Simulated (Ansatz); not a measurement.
```yaml
crystal:
  periodic: [false, false, false]
  atoms:
    - {symbol: Y, position_ang: [0.000937, -0.000124, -0.329678]}
    - {symbol: F, position_ang: [1.681260, 0.011033, 0.519035]}
    - {symbol: F, position_ang: [-0.852207, 1.452059, 0.511294]}
    - {symbol: F, position_ang: [-0.833436, -1.462510, 0.512447]}
basis:
  gaussian: {orbitals: def2-TZVP}
hamiltonian: {xc: pbe0}
relax: {f_tol: 0.004, max_steps: 80}
```

```sh
$ ansatz run in.yaml --threads 1 --pin off --events-out ev --progress --plain --max-ram 2176MiB
```

Steps of the relaxation (energy above the last step; positions in Å, forces in eV/Å):

```
4
step 1, 697.2 meV
Y     0.001    0.000   -0.330    0.008   -0.001   -2.639
F     1.681    0.011    0.519    2.607    0.017    0.887
F    -0.852    1.452    0.511   -1.322    2.252    0.875
F    -0.833   -1.463    0.512   -1.293   -2.269    0.877
```

```
4
step 2, 148.3 meV
Y     0.001    0.000   -0.224   -0.001    0.000    0.486
F     1.845    0.012    0.484    0.213    0.001   -0.162
F    -0.935    1.593    0.476   -0.107    0.183   -0.163
F    -0.914   -1.605    0.477   -0.105   -0.185   -0.162
```

```
4
step 3, 40.4 meV
Y     0.000    0.000   -0.031   -0.002    0.000    0.488
F     1.956    0.013    0.420   -0.355   -0.002   -0.164
F    -0.991    1.689    0.411    0.180   -0.307   -0.162
F    -0.969   -1.701    0.413    0.176    0.309   -0.162
```

```
4
step 5, 2.3 meV
Y    -0.002    0.000    0.254    0.004    0.000   -0.010
F     1.986    0.013    0.328    0.174    0.001    0.004
F    -1.005    1.717    0.315   -0.090    0.148    0.003
F    -0.983   -1.729    0.316   -0.088   -0.150    0.003
```

```
4
step 7, 0.0 meV
Y    -0.001    0.000    0.292    0.000    0.000    0.002
F     1.996    0.013    0.315   -0.008    0.000   -0.001
F    -1.011    1.723    0.302    0.004   -0.006   -0.001
F    -0.988   -1.735    0.303    0.004    0.006   -0.001
```

```
4
step 8, 0.0 meV
Y    -0.001    0.000    0.299    0.000    0.000    0.001
F     1.996    0.013    0.313    0.000    0.000    0.000
F    -1.010    1.723    0.300    0.000    0.000    0.000
F    -0.988   -1.735    0.301    0.000    0.000    0.000
```

Close pairs at the end: Y1–F3 1.997 Å, Y1–F4 1.997 Å, Y1–F2 1.997 Å.

A stationary point of restricted PBE0 after 8 steps (its stability towards spin polarisation wasn't tested); no frequencies were run, so it isn't proven a minimum. 34 s on 1 thread of Arm Neoverse V2, shared host.
